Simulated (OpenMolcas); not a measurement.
How methods differ on SiH4 (SMILES [H][Si]([H])([H])[H])

SiH4 has 5 atoms, charge 0, and is taken as a singlet. SMILES: `[H][Si]([H])([H])[H]`. The shape is that of a GFN2-xTB optimisation.

Each level gives the vertical energy of the triplet above the singlet (eV). The values are calculated.

```
                             level                kind     program  value (eV)  less FCI/STO-3G  CPU time (all runs)
                         HF/STO-3G        Hartree–Fock  OpenMolcas       12.87            -0.11                3.5 s
 HF/STO-3G, open shells restricted        Hartree–Fock  OpenMolcas       12.88            -0.10                  4 s
                        PBE/STO-3G                 GGA  OpenMolcas       13.07            +0.09                 12 s
                     r2SCAN/STO-3G            meta-GGA  OpenMolcas       13.26            +0.28                 15 s
                      B3LYP/STO-3G       global hybrid  OpenMolcas       13.25            +0.27                 13 s
                       PBE0/STO-3G       global hybrid  OpenMolcas       13.16            +0.18                 11 s
                CASSCF(2,2)/STO-3G      multireference  OpenMolcas       13.30            +0.32                3.2 s
FCI/STO-3G, open shells restricted  exact in the basis  OpenMolcas       12.98             0.00                3.8 s
```

FCI/STO-3G, open shells restricted is exact within its basis and frozen core, so for wave-function methods in that basis the difference is their error; functionals converge differently with the basis, so for them it is only a difference. The values span 12.87 to 13.30 eV. A triplet this far above the singlet is often a Rydberg-like or dissociative state; sets without diffuse functions put Rydberg states too high. All rows use very small basis sets, so even the best lies far from the true value. Times are those of the runs behind each value, whatever else they computed, on shared processors of several kinds: orders of magnitude only.
